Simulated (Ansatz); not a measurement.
AlH$_{3}$, triplet: the ladder up to full CI

Geometry: a point of a breathe scan, not a stationary point.

```yaml
atoms:
  - { symbol: Al, position_ang: [0.0000, 0.1124, -0.1444] }
  - { symbol: H, position_ang: [0.0000, -2.0723, -1.1385] }
  - { symbol: H, position_ang: [0.6352, -0.4678, 2.5021] }
  - { symbol: H, position_ang: [-0.6352, -0.4678, 2.5021] }
```

Basis cc-pVDZ; Ansatz 0.2.0. Only valence electrons are correlated (noble-gas cores frozen), which leaves 6 electrons in 28 orbitals. Prefix R: restricted or restricted open-shell reference; prefix U: unrestricted. Active spaces: pair = (4e, 4o) about the gap; valence = (6e, 7o) chosen from the atoms' valence shells.

Full CI is exact within this basis and frozen core; it isn't the basis-set limit. The frozen core follows each run's orbitals, which can shift R against U totals by a few meV.

Unrestricted rows (U) aren't spin-pure: their determinants' ⟨S²⟩ exceeds S(S+1) by up to 0.10, so they mix in states of higher spin. For open shells CISD is restricted-active-space CI with the open shells as a complete middle space.

```
UHF ⟨S²⟩                            : 2.178
⟨S²⟩ of the determinant under UCCSD : 2.104
T1 diagnostic (RCCSD)               : 0.0580
largest doubles amplitude (RCCSD)   : 0.108
T1 diagnostic (UCCSD)               : 0.0339
```

```tsv
level	E − E(RHF) (eV)
RMP2	-1.9855
UMP2	-2.0032
RCCSD	-2.9339
UCCSD	-2.9378
RCCSD(T)	-2.9876
UCCSD(T)	-2.9874
```

Problem. Estimate how far full CI in cc-pVDZ lies from RCCSD(T). The table doesn't fix it; the size of (T) and the diagnostics are the guide.

Solution. Full CI in cc-pVDZ lies 0.62 kcal/mol below RCCSD(T), which is 50 % of the (T) step (-1.24 kcal/mol). T1 is raised, and the rest is a large part of (T).

The other levels:

```tsv
level	E − E(full CI) (kcal/mol)	share of correlation (%)	wall time
CISD	5.85	91.58	0.75 s
BCCD(T)	0.64	99.08	2.1 s
RCCSDT	0.06	99.92	–
UCCSDT	0.05	99.93	–
RCCSDT(Q)	0.01	99.98	5.5 s
UCCSDT(Q)	0.01	99.99	6.5 s
CASSCF (pair space)	46.71	32.80	–
NEVPT2 (pair space)	17.00	75.54	0.78 s
MRCISD (pair space)	3.46	95.02	–
MRCISD+Q (pair space)	-1.45	102.09	1.3 s
CASSCF (valence space)	26.54	61.83	–
NEVPT2 (valence space)	8.70	87.48	1.3 s
MRCISD (valence space)	1.53	97.79	–
MRCISD+Q (valence space)	0.55	99.21	1.9 s
```

The correlation energy at full CI, counted from RHF, is -3.014 eV. That run took 34 s on 1 thread of Arm Neoverse V1, shared host over 5,365,800 determinants.

Run but not shown, since their state or frozen core can't be matched to the reference's or they repeat it: UHF.

Times hold each run's SCF and search for its determinant on a shared host, so for small cases they say little of a method's own cost; they ran on 1 thread of Arm Neoverse V1.

Not variational, and here over 5 meV under the exact energy: MRCISD+Q (pair space).

The full-CI state has the irrep A'' of Cs, in the program's axes.

Natural occupations of full CI about the gap: 1.907 1.872 0.996 0.977 0.089 0.063 0.040 0.010 0.009 0.008; effectively unpaired electrons, Σ n²(2−n)², 2.14.
